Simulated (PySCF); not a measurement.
Input of a run (PBE0-D3(BJ)/def2-SVP geometry optimisation, gas phase (PySCF 2.14.0)), started from GFN2-xTB:
```
{"job": {"xc": "PBE0", "basis": "def2-SVP", "d3": "d3bj", "grid": 1, "maxiter": 40, "kind": "geom"}, "charge": 0, "multiplicity": 1}
Al     0.353320     0.616070     0.007940
H      1.897570     0.618400     0.058740
H     -0.410240     1.959830    -0.023840
C     -0.634730    -1.095760    -0.014750
N     -1.205910    -2.098530    -0.028080
```

Output (energies in Eh, forces in Eh/bohr):
```
step   0  E = -336.08315981  max force = 0.025849
step   1  E = -336.08472939  max force = 0.001414
step   2  E = -336.08480308  max force = 0.000235
step   3  E = -336.08480366  max force = 0.000057
optimisation converged
```

Q: Summarise the run.

A: The energy falls by 4.3 kJ/mol over 4 energy and gradient evaluations, the largest force component goes from 0.0258 to 5.7e-05 Eh/bohr, and the atoms move by 0.059 Å rms after alignment. Among the bonds, Al1–H2, Al1–H3 and Al1–C4 change most and about equally (-0.031 to +0.032 Å). Bonds longer at the end by more than 0.005 Å: 3 of 4; shorter: 1. Among the angles that change most is H2–Al1–H3, from 119.5° to 125.8°. The energy never rose by more than 1e-6 Eh on the way. The first step brought 95 % of the lowering.

Q: What are the final bond lengths?

A: Al1–H2 1.577 Å, Al1–H3 1.577 Å, Al1–C4 1.945 Å, C4–N5 1.162 Å. Numbering counts from 1 in the input's order; the species is AlH2(CN), `[H][Al]([H])[C]#N`.

The run used 56 basis functions and 23 SCF cycles in all.

No frequency check.
